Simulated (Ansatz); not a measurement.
1T (CdI2-type) SnSe₂

These are PBE0-D3(BJ) (Ansatz, a program for electronic structure, plane waves, PAW) values and carry that method's errors.

Cell: relaxed with PBE-D3(BJ): a = 3.8398 Å, b = 3.8398 Å, c = 6.0083 Å, α = 90.00°, β = 90.00°, γ = 120.00°.

```json
{
 "interlayer_binding_energy": "25.2 meV/Å²"
}
```

Note: exact exchange on metals is sensitive to the k mesh and can open a false gap.

Spin–orbit coupling is not included.

The computed numbers hold no vibrational or temperature effects.
